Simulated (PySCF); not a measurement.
Gas-phase reaction: 2 SiH2Cl2 + 2 CH3 + C2H3Cl = 2 (CH3)2SiCl2 + HCl

Energies from PySCF, thermal terms from the rigid-rotor harmonic-oscillator model, ideal gas at 1 bar. † marks an energy on the PBE0/def2-TZVP geometry and frequencies; other levels use their own. CCSD(T) freezes the core. 6-31G* has spherical d functions here. Open shells (unrestricted): CH3 (multiplicity 2); the rest are closed-shell singlets. CCSD(T) isn't extrapolated to the basis-set limit.

CCSD(T)/def2-SVP† gives ΔH°(298 K) = -671 kJ.

**Question.** What do PBE/def2-SVP, HF/6-31G*, LDA/def2-TZVP† give?

**Answer.** PBE/def2-SVP: -702 kJ; HF/6-31G*: -525 kJ; LDA/def2-TZVP†: -815 kJ. For scale, ΔH°(298 K) is -671 kJ at this level, -719 kJ at ωB97M-V/def2-TZVP†, and runs from -815 to -518 kJ over the 19 levels computed.
